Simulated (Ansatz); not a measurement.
**How far a parabola holds: energy against volume of zinc-blende InSb**

Results of PBEsol in Ansatz (PAW) for zinc-blende InSb. Numerical settings: plane-wave cutoff 520 eV, 10×10×10 k mesh, Fermi–Dirac smearing 0.01 eV, scalar-relativistic PAW data made under PBE. The cell has no free parameter but its volume, all volumes share cutoff and mesh, and the runs aren't spin-polarised. Energies are free energies at the run's smearing, counted from the lowest row; static lattice.

```
V (Å³/atom)  E (meV/atom)
-----------  ------------
32.552                  ?
33.244               7.99
33.937               1.91
34.629               0.00
35.322               1.79
36.014               6.88
```

Fit E against V with a parabola, and predict the withheld value at V = 32.552.

With u = V - 34.6, the rows have u = -1.3560, -0.6630, 0.0290, 0.7220, 1.4140. Least squares gives E = 0.007 - 0.5636·u + 3.8786·u². Residuals (row less fit): 0.087, -0.176, 0.006, 0.168, -0.085; standard error 0.192 (degrees of freedom: 2). The fitted curve has its minimum at V = 34.7, where E = -0.01. Its curvature is d²E/dV² = 2 × 3.8786 meV/Å⁶, so B = V0·d²E/dV² × 0.1602 = 43.1 GPa. At the withheld row, u = -2.0480, so E = 0.007 - 0.5636 × (-2.0480) + 3.8786 × (-2.0480)² = 17.429 meV/atom. The calculation gives 18.75 meV/atom, 1.321 meV/atom above the prediction (7.0 % of the range of E in the table). The row lies outside the fitted rows, so this is an extrapolation. From the scatter of the fitted rows alone, a prediction at this place has a standard error of 0.455 meV/atom, so the miss is 2.9 times that.

The residuals are curvature that a parabola lacks, not noise. A solid that stiffens under compression and softens on expansion lies above the parabola at the compressed end and under it at the expanded end, as this row does. A third-order Birch-Murnaghan fit to the whole scan has B0 = 42.8 GPa. Only scans are tabulated whose curvature falls smoothly with volume, and where the parabola meets the shown rows within 5 % of their range and misses the end by 0.1 meV or more.

Measured, for comparison: bulk modulus 46.1 GPa (0 K value with the zero-point phonon effect removed; as tabulated in Mejia-Rodriguez and Trickey (2018), arXiv:1807.09216). Computed less measured: bulk modulus -7 %.

Note: this level leaves the solid without a gap, although one is measured.

Spin–orbit coupling is not included.

Ansatz is an electronic-structure program.
